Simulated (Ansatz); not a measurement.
## Two structures, one formula

Two relaxed structures of CH$_{4}$BF, singlet (PBE0-D4/def2-TZVP; forces vanish, vibrations not checked).

A:

| atom | x (Å) | y (Å) | z (Å) |
| --- | --- | --- | --- |
| B1 | -0.7396 | 0.1272 | -0.5076 |
| C2 | 0.5267 | -0.0750 | 0.3556 |
| F3 | 0.6858 | -1.3331 | 0.9143 |
| H4 | -1.5353 | -0.7439 | -0.6850 |
| H5 | -0.8974 | 1.2061 | -1.0002 |
| H6 | 0.5385 | 0.6678 | 1.1691 |
| H7 | 1.4212 | 0.1509 | -0.2463 |

B:

```
atom    x (Å)    y (Å)    z (Å)
  B1   0.3076  -0.3913   0.3335
  C2  -0.7651   0.0336  -0.4885
  F3   0.7811  -1.4386   1.0111
  H4  -1.6040  -0.5874  -0.7835
  H5  -0.7873   1.0471  -0.8731
  H6   0.8928   0.7790   0.8026
  H7   1.3276   0.5249   0.1050
```

Computed with Ansatz 0.2.0 (basis: def2-TZVPP); correlated methods freeze the cores. B3LYP uses VWN-RPA correlation.

Which structure is lower at CCSD(T), and by how much? (To be estimated.)

Computed: A, by 0.129 eV (electronic energy, against the other). By their contacts, A is CH₄BF ([BH2][CH2][F]) and B is CH₄BF ([CH2][B]1([F])[H][H]1).

Do the other methods give the same order? (A judgement: the text doesn't fix the answer.)

Computed: Not all: PBE-D4, r2SCAN-D4 give the other order.

| method | E(B) − E(A) (eV) |
| --- | --- |
| PBE-D4 | -0.105 |
| r2SCAN-D4 | -0.023 |
| PBE0-D4 | 0.093 |
| B3LYP-D4 | 0.114 |
| wB97M-V | 0.165 |
| HF | 0.808 |
| MP2 | 0.068 |
| CCSD | 0.255 |
| CCSD(T) | 0.129 |

No T1 diagnostic of these runs exceeds 0.013. The restricted Hartree–Fock reference is unstable towards an unrestricted one at one or more of these structures.

Labels in which every atom is bracketed show which atoms are joined, not bond orders.

For scale, one of the runs: CCSD(T)/def2-TZVPP, 149 basis functions, launched by `ansatz run in.yaml --threads 2 --pin off --events-out ev --progress --plain --max-ram 4352MiB`. The run took 20 s on 2 CPU threads of an Intel Xeon Platinum 8259CL (shared host), with 1 GiB of host memory at its peak.
